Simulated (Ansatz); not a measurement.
Relaxation of CH6OSi (9 atoms, charge 0, multiplicity 1), to a largest force component of 0.02 eV/Å in at most 40 steps.

The calculation used Ansatz 0.2.0, RKS B3LYP-D4/STO-3G.

```xyz
9
Properties=species:S:1:pos:R:3:forces:R:3
Si 0.000 0.000 0.000 -0.78 -0.18 -0.37
O 0.000 0.000 1.680 2.46 0.48 0.53
C -1.111 -0.344 2.494 -0.49 -0.12 -1.17
H -1.814 -0.978 1.914 -0.56 -0.20 0.49
H -0.758 -0.904 3.386 -0.07 0.00 0.10
H -1.631 0.581 2.821 -0.40 -0.04 0.29
H 1.377 0.000 -0.486 -0.30 0.05 0.38
H -0.688 1.191 -0.486 0.10 -0.18 -0.14
H -0.688 -1.191 -0.486 0.04 0.20 -0.11
```

Question: Where does it end, and by what steps?

Answer: It converged. Limits of this set-up: minimal basis. After 7 steps the energy has fallen by 0.308 eV; H6 moved furthest, 0.47 Å.

```json
{"step": "0", "energy less start (eV)": "0.0000", "largest force component (eV/Å)": "2.460", "accepted": "yes"}
{"step": "1", "energy less start (eV)": "-0.1942", "largest force component (eV/Å)": "0.772", "accepted": "yes"}
{"step": "2", "energy less start (eV)": "-0.2463", "largest force component (eV/Å)": "0.379", "accepted": "yes"}
{"step": "3", "energy less start (eV)": "-0.2718", "largest force component (eV/Å)": "0.687", "accepted": "yes"}
{"step": "4", "energy less start (eV)": "-0.3052", "largest force component (eV/Å)": "0.089", "accepted": "yes"}
{"step": "5", "energy less start (eV)": "-0.3041", "largest force component (eV/Å)": "0.175", "accepted": "no"}
{"step": "6", "energy less start (eV)": "-0.3076", "largest force component (eV/Å)": "0.068", "accepted": "yes"}
{"step": "7", "energy less start (eV)": "-0.3081", "largest force component (eV/Å)": "0.018", "accepted": "yes"}
```

```xyz
9
Properties=species:S:1:pos:R:3
Si -0.019 -0.005 0.054
O 0.223 -0.304 1.736
C -1.069 -0.374 2.418
H -1.722 -1.198 2.047
H -0.867 -0.566 3.491
H -1.656 0.571 2.351
H 1.302 0.053 -0.525
H -0.718 1.246 -0.168
H -0.789 -1.065 -0.568
```

Whether the end is a true minimum wasn't checked by a vibrational analysis.

Run time: 10 s on 1 thread of Arm Neoverse V2 (shared host), peak memory 0.11 GiB.
